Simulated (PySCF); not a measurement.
# C6H12 (1-hexene): the cost of one run

The runs use PySCF 2.14.0, with density-fitted response routines of our own; the level of theory stands in each step. All values are computed, except where a source is named. Atoms count from 0, in the outputs and in this text.

### Step 1. The molecule as given

18 atoms, charge 0, multiplicity 1; geometry from: MMFF94s. The atoms were then displaced at random by about 0.03 Å, so the start is not that level's minimum.

Bonds of the start (Å): C0–C1 1.28, C1–C2 1.46, C2–C3 1.67, C3–C4 1.45, C4–C5 1.54, C0–H6 1.06, C0–H7 1.15, C1–H8 1.04, C2–H9 1.07, C2–H10 1.14, C3–H11 1.12, C3–H12 1.12, C4–H13 1.14, C4–H14 1.09, C5–H15 1.13, C5–H16 1.10, C5–H17 1.07.

### Step 2. Optimising the geometry at PBE0-D3(BJ)/def2-SVP

The job: settings as JSON, then the geometry in Å.

```
{"job": {"xc": "PBE0", "basis": "def2-SVP", "d3": "d3bj", "grid": 1, "shake": 0.03, "kind": "geom"}, "charge": 0, "multiplicity": 1}
C     -3.160490     0.272000     0.205660
C     -2.193210     0.064560    -0.604710
C     -1.000550    -0.649830    -0.169000
C      0.400240     0.249600    -0.286040
C      1.552130    -0.516470     0.144050
C      2.785160     0.393370     0.038600
H     -3.207220     0.054340     1.240310
H     -4.045140     0.886160    -0.210170
H     -2.217230     0.400320    -1.583980
H     -0.827870    -1.552290    -0.724730
H     -1.073310    -0.984080     0.923270
H      0.190730     1.154020     0.347130
H      0.333900     0.594890    -1.346930
H      1.402770    -0.805170     1.240550
H      1.683160    -1.434610    -0.425660
H      2.705030     1.321450     0.684220
H      3.691420    -0.135970     0.367500
H      2.924180     0.704650    -0.975660
```

Run with:

```bash
OMP_NUM_THREADS=1 python probes_run.py task.json out
```

The driver reads the jobs from task.json and runs them one after another.

Q: Estimate the wall time and peak memory of this first job on 1 thread of Arm Neoverse V1, shared host.

About 51 s, with a peak of 0.55 GiB.
